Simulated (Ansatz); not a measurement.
# AlH₄+ (triplet): from Hartree-Fock to the top rungs at distance Al1–H5 = 2.324 Å, cc-pVDZ

One table from this session's results is given with a row withheld; the runs are named, their logs left out.

Program: Ansatz 0.2.0, Gaussian basis. Level of theory: cc-pVDZ, core rule «outside noble gas», up to 5 orbitals frozen. These are calculated values, not measurements.

The runs, in order: UHF; CCSD(T) on ROHF; CCSD(T) on UHF; BCCD(T) on ROHF; CISD; CCSDT(Q) on ROHF; CCSDT(Q) on UHF; CASSCF and MRCISD+Q, 4 electrons in 4 orbitals; CASSCF and NEVPT2, 4 electrons in 4 orbitals; Full CI.

21 further runs of the same task are left out: 12 for a known fault of the program, 8 that didn't finish, 1 set aside as unsound or not needed.

### The system

The geometry derives from a PBE0/def2-TZVP stationary point (not a proven minimum). One bond is set to the value named and the two fragments are kept rigid.

5 atoms, charge 1, spin multiplicity 3.

Atoms are counted from 1 here; the program's logs count them from 0.

Bond lengths: Al1–H2 1.663 Å, Al1–H3 1.663 Å, Al1–H4 1.663 Å. Angles: H2–Al1–H3 135.7°, H2–Al1–H4 64.5°, H3–Al1–H4 135.7°.

As a file:

```xyz
5

Al   -0.0082    0.0182    0.0080
H     0.6130    1.4286    0.6339
H    -0.6331   -1.3893    0.6370
H    -0.6381    1.4217   -0.6247
H     0.8771   -1.9470   -0.8612
```

The first run:

Contents of in.yaml:

```yaml
crystal:
  periodic: [false, false, false]
  atoms:
    - {symbol: Al, position_ang: [-0.008179, 0.018154, 0.008030]}
    - {symbol: H, position_ang: [0.613002, 1.428583, 0.633946]}
    - {symbol: H, position_ang: [-0.633132, -1.389262, 0.636964]}
    - {symbol: H, position_ang: [-0.638073, 1.421675, -0.624669]}
    - {symbol: H, position_ang: [0.877136, -1.946952, -0.861196]}
basis:
  gaussian: {orbitals: cc-pVDZ}
total_charge: 1
magnetization: {spin_polarized: true, initial_magnetization: 2}
hamiltonian: {xc: hf}
output: {orbitals: {seedname: orbitals}}
```

Command:

```sh
ansatz run in.yaml --threads 1 --pin off --events-out ev --progress --plain --max-ram 2393MiB
```

Among the steps run: UHF; CCSD(T) on ROHF; CCSD(T) on UHF; BCCD(T) on ROHF; CISD; CCSDT(Q) on ROHF; CCSDT(Q) on UHF; CASSCF and MRCISD+Q, 4 electrons in 4 orbitals; CASSCF and NEVPT2, 4 electrons in 4 orbitals; Full CI.

One table of the session follows, with a row left open; its other results are not shown here.

| method | from FCI (kJ/mol) |
| --- | --- |
| ROHF | +249.8 |
| UHF | +227.3 |
| RMP2 | ? |
| UMP2 | +69.6 |
| CISD | +12.8 |
| RCCSD | +6.4 |
| UCCSD | +5.9 |
| RCCSD(T) | +2.1 |
| UCCSD(T) | +2.1 |
| BCCD(T) | +2.1 |
| RCCSDT | +0.1 |
| UCCSDT | +0.1 |
| RCCSDT(Q) | 0.0 |
| UCCSDT(Q) | 0.0 |
| FCI | 0 |

Q: Estimate the row for RMP2 from the others.

As computed: from FCI (kJ/mol): +69.4. In the column «from FCI (kJ/mol)» it lies between CISD (+12.8) and UMP2 (+69.6).

Among the levels timed on like hardware and quicker than the yardstick, those that no quicker one beats, quickest first: CISD (0.63 s, +12.8 kJ/mol); BCCD(T) (0.93 s, +2.1 kJ/mol); UCCSDT(Q) (6.5 s, 0.0 kJ/mol).

Left out of the table: CASSCF pair, NEVPT2 pair, MRCISD pair, MRCISD+Q pair (the active space lost an orbital or holds another state than full CI finds).

Caveats from the session: The yardstick is full CI for this spin, exact in this basis with these frozen cores. Levels on UHF freeze UHF's core orbitals, full CI those of ROHF, so the U rows can settle a little off it for that reason alone. Restricted and unrestricted rows rest on different reference determinants; where their highest levels disagree by more than a few hundredths of an eV, they describe different states and don't form one ladder. Warnings in the runs' records: passed over end.
